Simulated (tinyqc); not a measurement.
CIS on RHF in the sto-6g basis, frozen core, for H2O, spin multiplicity 1, step by step. One step of it, computed by the program tinyqc.

Question. CIS matrix, triplets. A(ia,jb) = (e_a - e_i) d_ij d_ab - (ij|ab).

orbital energies (hartree): MO1 -20.514337, MO2 -1.306964, MO3 -0.613702, MO4 -0.491407, MO5 -0.407486, MO6 0.641557, MO7 0.734654

Two-electron integrals over orbitals (pq|rs), unique and non-zero (hartree); the lowest 1 orbital is frozen and left out:
```
p,q,r,s,(pq|rs)
2,2,2,2,0.739131
3,2,3,2,0.145202
3,3,2,2,0.660075
3,3,3,3,0.648410
4,2,2,2,0.010738
4,2,3,3,0.005369
4,2,4,2,0.120256
4,3,3,2,0.014570
4,3,4,3,0.048275
4,4,2,2,0.671287
4,4,3,3,0.608185
4,4,4,2,-0.103262
4,4,4,4,0.783985
5,2,5,2,0.142931
5,3,5,3,0.030010
5,4,5,2,-0.050508
5,4,5,4,0.058754
5,5,2,2,0.748324
5,5,3,3,0.641474
5,5,4,2,-0.071203
5,5,4,4,0.728928
5,5,5,5,0.880663
6,2,2,2,0.149691
6,2,3,3,0.085655
6,2,4,2,0.016373
6,2,4,4,0.086409
6,2,5,5,0.162215
6,2,6,2,0.106916
6,3,3,2,-0.030356
6,3,4,3,-0.024927
6,3,6,3,0.061835
6,4,2,2,0.088480
6,4,3,3,0.044553
6,4,4,2,-0.042092
6,4,4,4,0.124837
6,4,5,5,0.115241
6,4,6,2,0.057722
6,4,6,4,0.072088
6,5,5,2,0.058050
6,5,5,4,-0.002691
6,5,6,5,0.039043
6,6,2,2,0.634922
6,6,3,3,0.584129
6,6,4,2,0.056344
6,6,4,4,0.561294
6,6,5,5,0.603925
6,6,6,2,0.106712
6,6,6,4,0.042827
6,6,6,6,0.615750
7,2,3,2,0.034650
7,2,4,3,-0.038145
7,2,6,3,0.036857
7,2,7,2,0.059834
7,3,2,2,0.125897
7,3,3,3,0.090436
7,3,4,2,-0.083097
7,3,4,4,0.154837
7,3,5,5,0.184121
7,3,6,2,0.077076
7,3,6,4,0.081315
7,3,6,6,0.037202
7,3,7,3,0.155046
7,4,3,2,-0.081356
7,4,4,3,0.004155
7,4,6,3,0.040390
7,4,7,2,-0.014131
7,4,7,4,0.072899
7,5,5,3,0.023351
7,5,7,5,0.023131
7,6,3,2,0.095029
7,6,4,3,0.044367
7,6,6,3,-0.054732
7,6,7,2,-0.015071
7,6,7,4,-0.059165
7,6,7,6,0.110301
7,7,2,2,0.626227
7,7,3,3,0.618001
7,7,4,2,-0.006998
7,7,4,4,0.605361
7,7,5,5,0.619718
7,7,6,2,0.068829
7,7,6,4,0.035080
7,7,6,6,0.577337
7,7,7,3,0.078635
7,7,7,7,0.620070
```

Give: CIS matrix A, triplet.

Answer.

CIS matrix A, triplet (hartree):
```
,2>6,2>7,3>6,3>7,4>6,4>7,5>6,5>7
2>6,1.3136,0.0000,0.0000,-0.0950,-0.0563,0.0000,0.0000,0.0000
2>7,0.0000,1.4154,-0.0950,0.0000,0.0000,0.0070,0.0000,0.0000
3>6,0.0000,-0.0950,0.6711,0.0000,0.0000,-0.0444,0.0000,0.0000
3>7,-0.0950,0.0000,0.0000,0.7304,-0.0444,0.0000,0.0000,0.0000
4>6,-0.0563,0.0000,0.0000,-0.0444,0.5717,0.0000,0.0000,0.0000
4>7,0.0000,0.0070,-0.0444,0.0000,0.0000,0.6207,0.0000,0.0000
5>6,0.0000,0.0000,0.0000,0.0000,0.0000,0.0000,0.4451,0.0000
5>7,0.0000,0.0000,0.0000,0.0000,0.0000,0.0000,0.0000,0.5224
```
